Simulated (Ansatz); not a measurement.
# C₃H₆F₂: one species, many methods

Aim: compute C₃H₆F₂ with functionals from several rungs and with coupled cluster. The yardstick is the atomisation energy at the CCSD(T) limit.

Program: Ansatz 0.2.0, Gaussian basis. Level of theory: functionals in def2-TZVPP, the program's frozen cores in correlated methods. These are calculated values, not measurements.

Plan: LDA (SPW92), PBE-D4, revPBE-D4, BLYP-D4, r2SCAN-D4, B97M-V, PBE0-D4, B3LYP-D4, r2SCANh-D4, r2SCAN0-D4, HSE06-D4, BHLYP-D4, CAM-B3LYP-D4, LC-ωPBE, ωB97X-V, ωB97M-V, B2PLYP, PBE-QIDH; CCSD(T)/def2-SVP; CCSD(T)/def2-TZVPP; MP2/def2-QZVPP; extrapolation to the limit; RPA on PBE.

**1. The relaxed structure**

An earlier PBE0-D4 in a triple-zeta def2 set relaxation fixed the geometry.

SMILES `CC(F)CF`, 11 atoms, charge 0, spin multiplicity 1.

Atoms are counted from 1 here; the program's logs count them from 0.

Bond lengths: C1–C2 1.508 Å, C1–H6 1.090 Å, C1–H7 1.093 Å, C1–H8 1.092 Å, C2–F3 1.388 Å, C2–C4 1.504 Å, C2–H9 1.096 Å, C4–F5 1.377 Å, C4–H10 1.095 Å, C4–H11 1.095 Å. Angles: C2–C1–H6 109.8°, C2–C1–H7 110.8°, C2–C1–H8 110.7°, H6–C1–H7 108.4°, H6–C1–H8 108.3°, H7–C1–H8 108.7°, C1–C2–F3 109.0°, C1–C2–C4 112.2°, C1–C2–H9 111.2°, F3–C2–C4 108.6°, F3–C2–H9 106.6°, C4–C2–H9 109.1°, C2–C4–F5 110.8°, C2–C4–H10 109.9°, C2–C4–H11 110.0°, F5–C4–H10 108.3°, F5–C4–H11 108.3°, H10–C4–H11 109.5°.

**2. LDA**

This LDA is Slater exchange with PW92 correlation.

in.yaml

```yaml
crystal:
  periodic: [false, false, false]
  atoms:
    - {symbol: C, position_ang: [-0.882980, 0.099361, 0.945250]}
    - {symbol: C, position_ang: [0.124360, 0.553321, -0.081749]}
    - {symbol: F, position_ang: [1.160609, 1.214324, 0.563354]}
    - {symbol: C, position_ang: [0.700756, -0.597835, -0.859847]}
    - {symbol: F, position_ang: [1.472422, -0.143880, -1.905974]}
    - {symbol: H, position_ang: [-1.208927, 0.950363, 1.543890]}
    - {symbol: H, position_ang: [-0.446531, -0.645323, 1.614978]}
    - {symbol: H, position_ang: [-1.759391, -0.335748, 0.460567]}
    - {symbol: H, position_ang: [-0.319106, 1.271594, -0.780353]}
    - {symbol: H, position_ang: [-0.107143, -1.211756, -1.270812]}
    - {symbol: H, position_ang: [1.331330, -1.211520, -0.208806]}
basis:
  gaussian: {orbitals: def2-TZVPP}
hamiltonian: {xc: lda}
output: {orbitals: {seedname: orbitals}}
```

After this run come: PBE-D4 (GGA); revPBE-D4 (GGA); BLYP-D4 (GGA); r2SCAN-D4 (meta-GGA); B97M-V (meta-GGA); PBE0-D4 (hybrid); B3LYP-D4 (hybrid); r2SCANh-D4 (hybrid); r2SCAN0-D4 (hybrid); HSE06-D4 (hybrid); BHLYP-D4 (hybrid); CAM-B3LYP-D4 (range-separated); LC-ωPBE-D4 (range-separated); ωB97X-V (range-separated); ωB97M-V (range-separated); B2PLYP (double hybrid); PBE-QIDH (double hybrid); CCSD(T) in def2-SVP; CCSD(T) in def2-TZVPP; MP2 in def2-QZVPP; RPA on PBE orbitals.

**Question.** What will the summary of the whole plan be? Wanted: atomisation energy, CCSD(T)/CBS; farthest beyond LDA; mean size of error, GGA; mean size of error, meta-GGA; mean size of error, hybrid; mean size of error, range-separated; mean size of error, double hybrid; gap, smallest and largest; T1 diagnostic.

**Answer**, as computed:

| quantity | value |
| --- | --- |
| atomisation energy, CCSD(T)/CBS | 44.443 eV |
| functionals within 0.222 eV (0.5 %) | revPBE-D4, BLYP-D4, r2SCAN-D4, B97M-V, PBE0-D4, B3LYP-D4, r2SCANh-D4, LC-ωPBE, ωB97X-V, ωB97M-V, PBE-QIDH |
| farthest beyond LDA | BHLYP-D4 (-1.419 eV) |
| mean size of error, GGA | 0.422 eV |
| mean size of error, meta-GGA | 0.060 eV |
| mean size of error, hybrid | 0.447 eV |
| mean size of error, range-separated | 0.157 eV |
| mean size of error, double hybrid | 0.296 eV |
| gap, smallest and largest | 7.84 eV (BLYP-D4), 15.29 eV (LC-ωPBE) |
| T1 diagnostic | 0.0104 |
| triples share of the correlation energy | 3.2 % |

What this shows: The LDA atomisation energy is off by 6.903 eV (16 %): it overbinds. PBE-D4 misses by +1.104 eV. Double hybrids carry the basis error of their MP2 part in triple zeta, and no dispersion term here, so their miss is partly the set-up's. The rungs meta-GGA, range-separated miss on average by less than the doubt on the reference (0.222 eV), so they tie. Misses under about 0.222 eV are within the doubt on the reference itself, which lacks core-valence correlation, relativity and higher excitations. Hartree-Fock recovers 74 % of the binding; the rest is correlation. CCSD(T) in def2-SVP is off by -1.901 eV, worse than the median functional, from the basis alone. Orbital gaps span 7.8 to 15.3 eV; exact exchange widens them.
